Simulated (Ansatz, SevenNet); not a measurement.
Elastic constant C33 (GPa) of solids drawn from the class of elemental solids other than molecular ones, at two levels: the machine-learned potential SevenNet-0 (trained on PBE and PBE+U data), and r²SCAN (Ansatz, a quantum-chemistry and plane-wave program, plane waves, PAW).

```
solid          SevenNet-0  r²SCAN  shift (%)
-------------  ----------  ------  ---------
hcp Sc               60.2    94.3        +57
hcp Cd               42.0    41.6       -1.0
hcp Ti                114     191        +68
hcp Tc                381     566        +49
double-hcp La        31.4    47.4        +51
hcp Mg               48.8    79.3        +63
hcp Zn               44.6    71.7        +61
hcp Y                40.2    76.3        +90
hcp Be                214     403        +88
hcp Os                501     887        +77
```

The shifts run from -1.0 % to +90 %, with a median of +62 %.

Over all 10 rows r²SCAN is the larger in 9.

Ansatz's runs of these crystals have no spin polarisation. A magnetic state wasn't tried for hcp Sc, hcp Ti, hcp Y with meta-GGA or hybrid levels, which favour moments.

Spin–orbit coupling is left out, also for the solids with elements from indium on (double-hcp La, hcp Os); its size isn't shown.

Each level is taken at its own relaxed cell. Ansatz's density-functional and Hartree–Fock values are scalar-relativistic unless marked +SOC, with PAW data made under PBE.
